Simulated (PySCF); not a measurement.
Simulated C 1s region for `C=CCCC` (1-pentene), binding energy against the vacuum level.

Every computed line was given a Gaussian of 0.5 eV full width at half maximum and an area set by the number of equivalent atoms; the highest printed point is 100. Computed with delta-SCF UKS SCAN, pcX-2 on the ionised atom, pcseg-1 elsewhere, spin-free X2C (PySCF 2.14.0).

```json
{"binding energy (eV)": "289.3", "intensity": "0"}
{"binding energy (eV)": "289.4", "intensity": "0"}
{"binding energy (eV)": "289.5", "intensity": "1"}
{"binding energy (eV)": "289.6", "intensity": "3"}
{"binding energy (eV)": "289.7", "intensity": "7"}
{"binding energy (eV)": "289.8", "intensity": "14"}
{"binding energy (eV)": "289.9", "intensity": "23"}
{"binding energy (eV)": "290.0", "intensity": "31"}
{"binding energy (eV)": "290.1", "intensity": "40"}
{"binding energy (eV)": "290.2", "intensity": "52"}
{"binding energy (eV)": "290.3", "intensity": "70"}
{"binding energy (eV)": "290.4", "intensity": "89"}
{"binding energy (eV)": "290.5", "intensity": "100"}
{"binding energy (eV)": "290.6", "intensity": "94"}
{"binding energy (eV)": "290.7", "intensity": "73"}
{"binding energy (eV)": "290.8", "intensity": "47"}
{"binding energy (eV)": "290.9", "intensity": "24"}
{"binding energy (eV)": "291.0", "intensity": "10"}
{"binding energy (eV)": "291.1", "intensity": "3"}
{"binding energy (eV)": "291.2", "intensity": "1"}
{"binding energy (eV)": "291.3", "intensity": "0"}
```

**Question.** Count the maxima, the lines and the sites behind this envelope.

**Answer.** The curve has 1 maximum (at 290.5 eV). Under it lie 5 lines from 5 inequivalent carbon sites. At this width some lines have no maximum of their own.

**Question.** Decompose the envelope and assign each component. Numbering: `[CH2:1]=[CH:2][CH2:3][CH2:4][CH3:5]`.

**Answer.** 
```csv
position (eV),relative area,line,atoms,environment
290.04,1,C 1s,C1,terminal =CH2 carbon
290.43,1,C 1s,C2,alkene CH carbon
290.52,1,C 1s,C4,chain CH2 carbon
290.56,1,C 1s,C5,methyl carbon
290.60,1,C 1s,C3,allylic carbon
```

The listed C 1s values span 0.56 eV, from C1 (bonded to C (double bond) and 2 H) to C3 (bonded to 2 C and 2 H). Summing the Pauling electronegativity differences to the bonded atoms, each weighted by its formal bond order, gives -0.70 for the lowest site and -0.70 for the highest; the largest sum, -0.35, belongs to C2, 0.17 eV below the top. The smallest sum, -1.05, belongs to C5, 0.52 eV above the lowest. The values 290.52, 290.56 and 290.60 eV lie too close for their order to be trusted.

Shake-up satellites, vibrational structure and lifetime widths aren't simulated. Isolated species at its PBE0-D3(BJ)/def2-SVP geometry (one conformer only).

The run took 42 s on one thread, Arm Neoverse V1 (shared host).

Shape of the structure used: `[CH2:1]=[CH:2][CH2:3][CH2:4][CH3:5]`: C1–C2–C3–C4 119°, C2–C3–C4–C5 179°.
